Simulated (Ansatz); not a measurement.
A calculation on rock-salt ZrC returned lattice constant a 4.711 Å, bulk modulus 230 GPa.

For reference: lattice constant a 4.696 Å (measured, temperature not stated, not corrected to a static lattice; as tabulated in Zhang et al. (2018), doi:10.1088/1367-2630/aac7f0); bulk modulus 223 GPa (measured, temperature not stated, no zero-point or thermal correction, from single-crystal elastic constants, our sources range from 208 to 223; as tabulated in arXiv:1102.4063).

Problem. Which level of theory produced these numbers?
A. BLYP (Ansatz, a quantum-chemistry and plane-wave program)
B. r²SCAN (Ansatz)
C. HSE06-D3(BJ) (Ansatz)
D. LDA (Ansatz)

Solution. B, r²SCAN (Ansatz)

The others give: BLYP 4.761 Å, 207 GPa; HSE06-D3(BJ) 4.644 Å, 251 GPa; LDA 4.642 Å, 247 GPa.

Unless a cell is named, each level is at its own relaxed cell (BLYP 13.49, HSE06-D3(BJ) 12.52, LDA 12.50, r²SCAN 13.07 Å³/atom).

Ansatz's density-functional and Hartree–Fock values are scalar-relativistic unless marked +SOC, with PAW data made under PBE.
